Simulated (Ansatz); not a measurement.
## Ansatz (development build ahead of 0.2.0) run

```yaml
crystal:
  periodic: [false, false, false]
  atoms:
    - { symbol: H, position_ang: [0.0, 0.28106, -1.42959] }
    - { symbol: Si, position_ang: [0.0, -0.56329, -0.00137] }
    - { symbol: O, position_ang: [0.0, 0.28224, 1.43096] }
basis:
  gaussian: { orbitals: def2-SVP }
magnetization:
  initial_magnetization: 1
hamiltonian:
  xc: hf
correlation:
  method: mp2
  frozen_orbitals: { H: 0, O: 1, Si: 5 }
```

The input is written out in the form of the current development build from the run's settings. Correlation on restricted open-shell orbitals is semicanonical, with singles.

Output:

| Quantity | Value |
| --- | --- |
| Converged | yes |
| Reference energy | -364.13403 hartree |
| Correlation energy | -0.24021 hartree |
| Total energy | -364.37424 hartree |
| Spin squared of the determinant | 0.750 |
| Stability test | minimum among restricted orbitals |
| Occupied orbitals by symmetry in an Abelian subgroup (alpha; beta) | 10 A' 2 A''; 9 A' 2 A'' |

Messages of the program:
```
mean field -9908.59173289 eV, -364.1340298990 hartree, gradient 7.7e-6 eV, S^2 0.750000; 9 other ends of a descent, 0 dependent functions left out
```

Caution: a plain start can end on a higher determinant.
